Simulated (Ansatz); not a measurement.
C3H5O2 (`[CH2]OC(C)=O`) radical, relaxed with UKS PBE-D4/def2-SVP in the Gaussian-basis code of Ansatz from a rough embedded geometry. The force threshold is 0.03 eV/Å; the program also tests the step.

Total charge 0; spin multiplicity 2.

Start:

```xyz
10

C    -0.984    1.559   -0.722
O     0.093    0.778   -0.491
C    -0.178   -0.299    0.286
C     0.993   -1.183    0.431
O    -1.287   -0.628    0.771
H    -0.724    2.488   -1.349
H    -1.959    1.365   -0.334
H     1.376   -1.489   -0.542
H     0.843   -2.032    1.012
H     1.826   -0.558    0.937
```

```
step  energy (eV)  largest force (eV/Å)  largest move (Å)
   1   -7271.0367                 3.660             0.000
   2   -7271.3863                 1.308             0.084
   3   -7271.4418                 0.628             0.081
   4   -7271.4524                 0.430             0.059
   5   -7271.4598                 0.079             0.044
   6   -7271.4601                 0.045             0.010
   7   -7271.4602                 0.054             0.005
   8   -7271.4602                 0.002             0.001
```

End:

```xyz
10

C    -0.985    1.618   -0.736
O     0.040    0.762   -0.489
C    -0.212   -0.361    0.287
C     1.046   -1.174    0.440
O    -1.306   -0.604    0.749
H    -0.715    2.481   -1.354
H    -1.973    1.393   -0.315
H     1.427   -1.485   -0.553
H     0.835   -2.064    1.058
H     1.842   -0.565    0.914
```

Run time 11 s (4 threads of a server CPU on a shared host); peak host memory 0.22 GiB.
